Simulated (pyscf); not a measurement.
A first-order saddle from PySCF, ωB97X-D3(BJ)/def2-SVP:

```xyz
12

C     -1.6084    -1.0167     1.2494
Zn    -0.5320     0.7891     1.7529
H     -1.7615    -1.6902     0.3873
H     -2.6201    -0.7323     1.5869
H     -1.1496    -1.6528     2.0272
H     -0.1911     1.7361     2.9174
O     -0.1802     0.6100    -0.2136
Si    -0.1986     1.4176    -1.6651
H     -0.8819    -0.2472     0.2614
H      0.3861     0.5740    -2.7480
H     -1.5942     1.7852    -2.0581
H      0.6018     2.6697    -1.5378
```
Charge 0, spin multiplicity 1.

Surface: singlet, charge 0. Lowest wavenumbers (cm⁻¹): 1362i, 43, 50, 92, 117.

Which two sides does it connect, and which bonds change?

H₃C–ZnH + silanol (HO–SiH₃) ⇌ methane (CH₄) + H₃Si–O–ZnH, a four-centre exchange read from left to right: C–Zn, H–O broken and C–H, O–Zn formed. At ωB97M-D3(BJ)/def2-TZVP it lies +14.5 kcal/mol from the left side and +37.1 kcal/mol from the right (each side as separated species at their lowest minima found). On the reactant side the descent ends in an adduct with a O–Zn contact (not fully relaxed), 7.6 kcal/mol under the separated species and 20.6 kcal/mol under the saddle at ωB97X-D3(BJ)/def2-TZVP. What is counted as formed (O–Zn) is already present as a longer contact in the reactant adduct; forming that adduct is a step of its own. This is the saddle that the search found; another between the same sides may lie lower. Elements up to Kr have no core potential and no relativistic terms here.
